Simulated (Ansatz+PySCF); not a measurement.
**triplet S2: levels of theory in one basis**

```csv
atom,x (Å),y (Å),z (Å)
S,0.0000,0.0000,-1.0281
S,0.0000,0.0000,1.0281
```

Basis set: def2-SVP (spherical functions). Frozen core: 10 orbitals. Correlation on ROHF uses semicanonical orbitals with singles. Charge 0, multiplicity 3.

Computed with Ansatz (development build ahead of 0.2.0); each method stands on the lowest determinant of its kind that the runs found. NEVPT2 correlates all electrons. Active spaces start from the frontier orbitals, and the lowest solution found is given.

| method | E − E(ROHF) (eV) | <S²> of the determinant |
| --- | --- | --- |
| ROHF | 0.00 | 2.00 |
| UHF | -0.23 | 2.02 |
| ROHF-MP2 | -6.37 | – |
| UHF-MP2 | -6.33 | 2.02 |
| ROHF-CCSD | -7.32 | – |
| UHF-CCSD | -7.33 | 2.02 |
| ROHF-CCSD(T) | -7.65 | – |
| CASSCF(12,8) | -1.57 | – |

(1) What does SC-NEVPT2(12,8) give on the same scale?

Results:

(1) -6.92 eV. NEVPT2 here correlates all electrons, so it doesn't share the others' frozen core.

The restricted and unrestricted rows may stand on different electronic states: another unrestricted solution lies nearer the restricted one.

Caution for ROHF, UHF, ROHF-MP2, UHF-MP2, ROHF-CCSD, UHF-CCSD, ROHF-CCSD(T): the determinant breaks the point group. Caution for ROHF-MP2, UHF-MP2: another reference gives a lower total.
